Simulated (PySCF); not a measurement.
## Electronic absorption of cyclopentanone

Compound: cyclopentanone, C₅H₈O.
Numbering: `[O:1]=[C:2]1[CH2:3][CH2:4][CH2:5][CH2:6]1` (hydrogens: H7, H8 on C3; H9, H10 on C4; H11, H12 on C5; H13, H14 on C6)

Computed with TDDFT CAM-B3LYP/def2-SVPD, vertical, gas phase, core orbitals frozen in the response in PySCF 2.14.0, density-fitted response routines. Isolated species at its GFN2-xTB geometry (one conformer only).

```json
{"state": "S1", "E (eV)": "4.31", "λ (nm)": "287.6", "f": "0.0001", "|μ| (D)": "0.07", "symmetry": "–", "main configurations (H = HOMO, L = LUMO)": "H→L (94%)"}
{"state": "S2", "E (eV)": "6.92", "λ (nm)": "179.2", "f": "0.020", "|μ| (D)": "0.86", "symmetry": "B", "main configurations (H = HOMO, L = LUMO)": "H→L+1 (80%), H→L+3 (17%)"}
{"state": "S3", "E (eV)": "7.82", "λ (nm)": "158.5", "f": "0.011", "|μ| (D)": "0.62", "symmetry": "B", "main configurations (H = HOMO, L = LUMO)": "H→L+3 (69%), H→L+1 (17%)"}
{"state": "S4", "E (eV)": "7.96", "λ (nm)": "155.7", "f": "0.0014", "|μ| (D)": "0.21", "symmetry": "–", "main configurations (H = HOMO, L = LUMO)": "H→L+4 (71%), H→L+2 (12%)"}
{"state": "S5", "E (eV)": "7.99", "λ (nm)": "155.2", "f": "0.021", "|μ| (D)": "0.83", "symmetry": "A", "main configurations (H = HOMO, L = LUMO)": "H→L+2 (69%), H→L+4 (15%), H→L+6 (8%)"}
{"state": "S6", "E (eV)": "8.39", "λ (nm)": "147.8", "f": "0.031", "|μ| (D)": "0.99", "symmetry": "B", "main configurations (H = HOMO, L = LUMO)": "H-1→L (92%)"}
{"state": "S7", "E (eV)": "8.49", "λ (nm)": "146.1", "f": "0.079", "|μ| (D)": "1.56", "symmetry": "A", "main configurations (H = HOMO, L = LUMO)": "H-2→L (48%), H-4→L (40%)"}
{"state": "S8", "E (eV)": "8.56", "λ (nm)": "144.9", "f": "0.041", "|μ| (D)": "1.13", "symmetry": "A", "main configurations (H = HOMO, L = LUMO)": "H-4→L (53%), H-2→L (31%)"}
```

Triplets (Tamm–Dancoff): T1 3.79 eV, H→L (93%); T2 5.97 eV, H-2→L (78%); T3 6.81 eV, H→L+1 (76%), H→L+3 (19%).

The lowest singlet comes at 288 nm (416 kJ/mol) in the ultraviolet; it is dark (f under 0.0005); its leading configuration is HOMO→LUMO (94%). The most intense listed level is S7 at 8.49 eV (146 nm, f = 0.079), 4.18 eV above S1. S1 has the pattern of n→π* at C=O. Of the 8 states listed, 6 reach f = 0.01 and 1 stays under 0.0005. Weighted by f, the mean energy of these states is 8.24 eV. The listed states span 4.24 eV, and the widest gap between neighbours is 2.61 eV (S1 to S2). Symmetry labels in C2 follow from the direction of the transition dipole and are given only for states with f of 0.002 or more. Singlets were solved by full linear response, triplets in the Tamm–Dancoff approximation.
